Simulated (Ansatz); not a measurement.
Barrier C3H7 (SMILES [CH2]CC) via C3H7, on the benchmark's geometries as Psi4's copy gives them; open shells unrestricted, no zero-point energy, no spin–orbit coupling.
Transition structure (charge 0, multiplicity 2):
```
atom    x (Å)    y (Å)    z (Å)
----  -------  -------  -------
C     -0.4721   0.6459   0.0000
C     -1.3826  -0.3639   0.0000
H     -0.2320   1.1646  -0.9173
H     -0.2323   1.1648   0.9172
H     -1.7271  -0.8098   0.9225
H     -1.7269  -0.8101  -0.9224
C      1.6120  -0.2422   0.0000
H      2.1952   0.6687  -0.0013
H      1.5894  -0.8096  -0.9186
H      1.5902  -0.8076   0.9200
```

Cores are frozen in the correlated methods. MP2 and its Hartree–Fock in aug-cc-pVQZ, aug-cc-pVTZ are density fitted.

The values were computed with Ansatz (Gaussian orbitals). Values without a source in brackets are computed.

The barrier height is − E(C3H7) + E(TS). Total energies (hartree):

```tsv
level	C3H7	TS
HF/aug-cc-pVTZ	-117.6761296	-117.6236120
MP2/aug-cc-pVTZ	-118.1875766	-118.1226918
HF/aug-cc-pVQZ	-117.6831765	-117.6306073
MP2/aug-cc-pVQZ	-118.2218699	-118.1565685
MP2/aug-cc-pVDZ	-118.0716669	-118.0071826
CCSD(T)/aug-cc-pVDZ	-118.1352879	-118.0833168
```

**Question.** Work out the barrier height at the basis-set limit: extrapolate the MP2 correlation part as X⁻³, take Hartree–Fock from the larger set, and add the CCSD(T) − MP2 difference of aug-cc-pVDZ.

**Answer.** 
1. Differences (1 hartree = 627.509 kcal/mol): HF/aug-cc-pVTZ 32.955; MP2/aug-cc-pVTZ 40.716; HF/aug-cc-pVQZ 32.988; MP2/aug-cc-pVQZ 40.977; MP2/aug-cc-pVDZ 40.465; CCSD(T)/aug-cc-pVDZ 32.612.
2. Correlation parts, MP2 less HF: 7.760 in aug-cc-pVTZ (X = 3), 7.990 in aug-cc-pVQZ (X = 4).
3. Limit (4³·(7.990) − 3³·(7.760))/(4³ − 3³) = 8.157; with HF/aug-cc-pVQZ it gives 41.144.
4. CCSD(T) less MP2 in aug-cc-pVDZ: -7.852.
Result: 33.29 kcal/mol, against 40.72 at MP2/aug-cc-pVTZ. It is an estimate of this method's limit, not of the exact value.

Doubts at one or more of the structures used: a spin-contaminated determinant (HF/aug-cc-pVTZ, MP2/aug-cc-pVTZ, HF/aug-cc-pVQZ, MP2/aug-cc-pVQZ, MP2/aug-cc-pVDZ, CCSD(T)/aug-cc-pVDZ).

Ansatz is a quantum-chemistry and plane-wave program.
